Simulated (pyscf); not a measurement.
Optimised with ωB97X-D3(BJ)/def2-SVP in PySCF.

SMILES: [O]=[Ta]([OH])([Cl])[Cl]
```xyz
6

O      1.0790     1.0942    -0.8502
Ta     0.7325    -0.3843    -0.0793
O      1.0723    -0.1348     1.7532
Cl    -1.4964    -0.8561    -0.4317
Cl     2.1461    -1.9812    -0.9546
H      1.3785     0.5978     2.2988
```
Charge 0, spin multiplicity 1.

How much does it cost (ΔH, 298 K, ωB97M-D3(BJ)/def2-TZVP) to split O=Ta(OH)(Cl)–Cl at its O–Ta bond into [O=Ta(Cl)–Cl]• + OH•?

O–Ta to [O=Ta(Cl)–Cl]• + OH•: 123.5 kcal/mol. The 7 functionals that were run give +120.4 (M06-2X) to +127.2 kcal/mol (PBE). The radicals are drawn with the spin at the cut bond; how far it spreads was not checked. Other isomers of [O=Ta(Cl)–Cl]• were not searched in full and may lie lower. Left out: the spin-orbit lowering of OH. Open-shell species with a d-block atom are single-reference here; other states, and whether the spin sits on metal or ligand, were not checked. Elements past Kr carry the def2 core potentials, without spin-orbit coupling.
